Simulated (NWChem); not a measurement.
# SiH4O2 (SMILES O[SiH2]O) at B3LYP/6-31G(d) (spherical functions)

Aim: the energy change on altering one bond length of SiH4O2 at B3LYP/6-31G* (spherical functions), from 2 runs. 

The results are computed with NWChem 7.3.0.

4 further runs of the same task are left out: 2 that didn't finish, 2 set aside as unsound or not needed.

## (1) The system as given

SiH4O2 has 7 atoms, charge 0, and is taken as a singlet. As SMILES, `O[SiH2]O`. The coordinates come from a PBE0-D4/def2-TZVP relaxation. This is one conformer, not always the lowest.

Bond lengths: O1–Si2 1.642 Å, Si2–O3 1.642 Å, O1–H4 0.958 Å, Si2–H5 1.481 Å, Si2–H6 1.481 Å, O3–H7 0.958 Å. Angles: O1–Si2–O3 113.5°, O1–Si2–H5 111.5°, O1–Si2–H6 103.9°, O3–Si2–H5 103.9°, O3–Si2–H6 111.5°, Si2–O1–H4 117.7°, Si2–O3–H7 117.7°, H5–Si2–H6 112.9°.

## (2) Energy and forces at B3LYP/6-31G(d) (spherical functions)

File run.py:

```python
from ase import Atoms
from ase.calculators.nwchem import NWChem

mol = Atoms(['O', 'Si', 'O', 'H', 'H', 'H', 'H'], positions=[
    [-1.385150, -0.243860, -0.354380],
    [0.051410, 0.422210, 0.079240],
    [1.274030, -0.668570, 0.183160],
    [-1.456660, -0.615580, -1.234790],
    [0.526670, 1.393040, -0.933360],
    [-0.229300, 1.048860, 1.391580],
    [1.219010, -1.336090, 0.868560],
])

calc = NWChem(
    label='run',
    theory='dft',
    memory='2200 mb',
    basis='6-31G*',
    basispar='spherical bse',
    dft={'xc': 'b3lyp', 'mult': '1', 'grid': 'xfine', 'convergence': 'energy 1e-08', 'iterations': '100', 'mulliken': None},
)
mol.calc = calc

forces = mol.get_forces()
print(f"energy = {mol.get_potential_energy():.6f} eV")
print("forces (eV/A):")
for s, f in zip(mol.symbols, forces):
    print(f"{s:2s} {f[0]:10.5f} {f[1]:10.5f} {f[2]:10.5f}")
print("dipole (e A):", mol.get_dipole_moment().round(4))
```

Launch:

```console
$ export ASE_NWCHEM_COMMAND="nwchem PREFIX.nwi > PREFIX.nwo"
$ python run.py
```

Log:

```text
energy = -12038.618657 eV
forces (eV/A):
O    -0.58287   -0.06608    0.28056
Si    0.06572    0.53772    0.10063
O     0.56312   -0.09405   -0.31115
H    -0.01250   -0.16291   -0.41729
H     0.03456    0.04098   -0.00195
H    -0.02417    0.04433    0.01810
H    -0.04381   -0.30000    0.33111
dipole (e A): [-0.0287 -0.2353 -0.0441]
```

The calculator wrote run.nwi:

```
title "run"

permanent_dir run

scratch_dir run

start run

geometry units angstrom nocenter noautosym noautoz
  O  -1.3851500000000001e+00 -2.4385999999999999e-01 -3.5437999999999997e-01
  Si 5.1409999999999997e-02 4.2220999999999997e-01 7.9240000000000005e-02
  O  1.2740300000000000e+00 -6.6857000000000000e-01 1.8315999999999999e-01
  H  -1.4566600000000001e+00 -6.1558000000000002e-01 -1.2347900000000001e+00
  H  5.2666999999999997e-01 1.3930400000000001e+00 -9.3335999999999997e-01
  H  -2.2930000000000000e-01 1.0488599999999999e+00 1.3915800000000000e+00
  H  1.2190099999999999e+00 -1.3360900000000000e+00 8.6856000000000000e-01
end

memory 2200 mb

basis spherical bse noprint
   * library 6-31G*
end

dft
  xc b3lyp
  mult 1
  grid xfine
  convergence energy 1e-08
  iterations 100
  mulliken
end

task dft gradient
```

run.nwo:

```text
Northwest Computational Chemistry Package (NWChem) 7.3.0
             --------------------------------------------------------

           Job information
           ---------------

    nwchem branch   = 7.3.0
    use scalapack   = T
    input           = run.nwi
    prefix          = run.
    data base       = run/run.db
    status          = startup
    nproc           =        1

           Memory information
           ------------------

    heap     =     72089594 doubles =      550.0 Mbytes
    stack    =     72089599 doubles =      550.0 Mbytes
    global   =    144179200 doubles =     1100.0 Mbytes (distinct from heap & stack)
    total    =    288358393 doubles =     2200.0 Mbytes
    verify   = yes
    hardfail = no

           Directory information
           ---------------------

  0 permanent = run
  0 scratch   = run

[... 100 lines left out ...]
  convergence criterion.
[... 17 lines left out ...]
          Convergence on gradient requested:  5.00D-04
[... 26 lines left out ...]
          Convergence aids based upon iterative change in
[... 28 lines left out ...]
 1-e energy   =    -847.708754
[... 45 lines left out ...]
         Total DFT energy =     -442.411079170023
[... 2 lines left out ...]
    Exchange-Corr. energy =      -39.748568539001
[... 450 lines left out ...]
          Convergence on energy requested:  1.00D-08
[... 24 lines left out ...]
          Spatial weights used:  Erf1
[... 4 lines left out ...]
          total energy or number of iterations.
[... 28 lines left out ...]
    atom               coordinates                        gradient
                 x          y          z           x          y          z
   1 O      -2.617554  -0.460829  -0.669681    0.011335   0.001285  -0.005456
   2 Si      0.097151   0.797861   0.149742   -0.001278  -0.010457  -0.001957
   3 O       2.407568  -1.263414   0.346122   -0.010951   0.001829   0.006051
   4 H      -2.752688  -1.163278  -2.333415    0.000243   0.003168   0.008115
   5 H       0.995262   2.632464  -1.763795   -0.000672  -0.000797   0.000038
   6 H      -0.433314   1.982058   2.629705    0.000470  -0.000862  -0.000352
   7 H       2.303595  -2.524844   1.641340    0.000852   0.005834  -0.006439

                 ----------------------------------------
                 |  Time  |  1-e(secs)   |  2-e(secs)   |
                 ----------------------------------------
                 |  CPU   |       0.00   |       1.25   |
                 ----------------------------------------
                 |  WALL  |       0.00   |       1.25   |
                 ----------------------------------------

 Task  times  cpu:       18.4s     wall:       18.4s
 Total times  cpu:       18.5s     wall:       18.5s
```

It took 20 s on 1 thread of Intel Xeon 6975P-C (Granite Rapids), shared host; peak memory 0.13 GiB.

## (3) The distorted shape: the energy at B3LYP/6-31G(d) (spherical functions)

File struct.nw:

```
start struct
title "H4O2Si"
memory 2200 mb

geometry units bohr noautosym nocenter noautoz
O   -5.87524167  -1.97127537  -1.65300202
Si   0.09715082   0.79786127   0.14974190
O    2.40756777  -1.26341420   0.34612224
H   -6.01037598  -2.67372436  -3.31673580
H    0.99526206   2.63246408  -1.76379478
H   -0.43331420   1.98205814   2.62970508
H    2.30359504  -2.52484418   1.64134052
end

basis spherical bse
* library 6-31G*
end

dft
xc b3lyp
grid xfine
convergence energy 1e-08
maxiter 100
mulliken
end

task dft energy
```

Launch:

```console
$ nwchem struct.nw > struct.out
```

Log:

```text
[...]
          Wavefunction type:  closed shell.
          No. of atoms     :     7
          No. of electrons :    34
[...]
          Charge           :     0
          Spin multiplicity:     1
[...]
          AO basis - number of functions:    54
[...]
              XC Information
              --------------
                         B3LYP Method XC Potential
                     Hartree-Fock (Exact) Exchange  0.200
                        Slater Exchange Functional  0.800 local
                    Becke 1988 Exchange Functional  0.720 non-local
              Lee-Yang-Parr Correlation Functional  0.810
                  VWN I RPA Correlation Functional  0.190 local
[...]
 d= 0,ls=0.0,diis     1   -441.9166074283 -5.34D+02  1.24D-01  1.51D+00     1.4
[...]
 d= 0,ls=0.5,diis    60   -442.1914362294 -8.14D-09  1.26D-06  1.32D-07    56.1
         Total DFT energy =     -442.191436235709
      One electron energy =     -793.245661600702
           Coulomb energy =      298.694281360002
    Exchange-Corr. energy =      -39.525903326432
 Nuclear repulsion energy =       91.885847331423
[...]
      Total Density - Mulliken Population Analysis
     ---------------------------------------------
    Atom       Charge   Shell Charges
 -----------   ------   -------------------------------------------------------
    1 O    8     8.67   2.00  0.93  2.77  1.03  1.93  0.01
    2 Si  14    13.41   2.00  2.00  5.96  1.02  1.59  0.28  0.38  0.19
    3 O    8     8.66   2.00  0.91  2.94  0.93  1.86  0.02
    4 H    1     0.63   0.50  0.14
    5 H    1     1.03   0.50  0.53
    6 H    1     1.04   0.50  0.54
    7 H    1     0.55   0.47  0.09
[...]
```

Run time: 58 s. Hardware: 1 thread of Intel Xeon 6975P-C (Granite Rapids), shared host; peak memory 0.13 GiB.

## (4) Results

Level: B3LYP/6-31G* (spherical functions).

```
                                                          quantity          value
                                         first shape: total energy  -442.41108 Eh
                                        first shape: dipole moment         1.16 D
                                          first shape: HOMO energy       -8.42 eV
                                          first shape: LUMO energy        1.01 eV
                                        first shape: HOMO–LUMO gap        9.42 eV
                             first shape: largest force on an atom     0.650 eV/Å
                                     distorted shape: total energy  -442.19144 Eh
                                    distorted shape: dipole moment         4.26 D
                                      distorted shape: HOMO energy       -5.78 eV
                                      distorted shape: LUMO energy       -3.99 eV
                                    distorted shape: HOMO–LUMO gap        1.79 eV
energy change with the O1–Si2 bond stretched from 1.642 to 3.612 Å       5.977 eV
```

What this shows: One bond (distorted shape) is far stretched, which a spin-restricted single reference describes badly; a broken-symmetry solution may lie lower. With the O1–Si2 bond stretched from 1.642 to 3.612 Å the energy rises by 5.98 eV (577 kJ/mol). The first shape isn't relaxed at this level, so the change isn't measured from a minimum. A restricted reference can't describe the breaking bond well at this length. The largest force (first shape) is 0.65 eV/Å: the shape isn't a stationary point for this species at this level. Mulliken charges (first shape) run from -0.71 on O1 to +0.78 on Si2. Mulliken charges (distorted shape) run from -0.67 on O1 to +0.59 on Si2; they depend strongly on the basis.
